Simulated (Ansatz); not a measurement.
System (SMILES): C=O (CH2-O).
Atoms: O1, C2, H3, H4. Bonds: O1-C2, C2-H3, C2-H4.

Basis-set convergence of the optimised O1-C2 bond length at MP2 with Ansatz (a program for electronic structure). The reference of a correlated method is not its basis-set limit, which lies further on. Cartesian d functions, on some or all atoms, in 6-31G*, 6-31G**, 6-31+G*; all else is spherical. Cores are frozen. Core-valence sets carry the plain set on hydrogen. No added dispersion term, no relativity. Reference: the value in def2-QZVPPD, 1.2089 Å, itself unsure by roughly 0.0006 Å (its mean distance from pcseg-3, def2-QZVPP, cc-pVQZ).

| basis | functions | optimised O1-C2 bond length (Å) |
|---|---|---|
| 6-31G | 22 | 1.2578 |
| def2-SV(P) | 32 | … |
| 6-31G* | 34 | … |
| cc-pVDZ | 38 | 1.2159 |
| def2-SVP | 38 | 1.2095 |
| pcseg-1 | 38 | … |
| 6-31G** | 40 | 1.2204 |
| 6-31+G* | 42 | 1.2248 |
| 6-311G** | 48 | 1.2107 |
| 6-311+G** | 56 | 1.2129 |
| 6-311++G(2d,2p) | 74 | 1.2132 |
| pcseg-2 | 88 | 1.2108 |
| jun-cc-pV(T+d)Z | 106 | … |
| def2-TZVPPD | 111 | 1.2118 |
| cc-pCVTZ | 114 | 1.2097 |
| aug-pcseg-2 | 138 | 1.2120 |
| cc-pVQZ | 170 | 1.2082 |
| def2-QZVPP | 174 | 1.2087 |

Question: Fill in the missing entries.

Answer: 
- def2-SV(P), optimised O1-C2 bond length (Å): 1.2103
- 6-31G*, optimised O1-C2 bond length (Å): 1.2211
- pcseg-1, optimised O1-C2 bond length (Å): 1.2161
- jun-cc-pV(T+d)Z, optimised O1-C2 bond length (Å): 1.2127
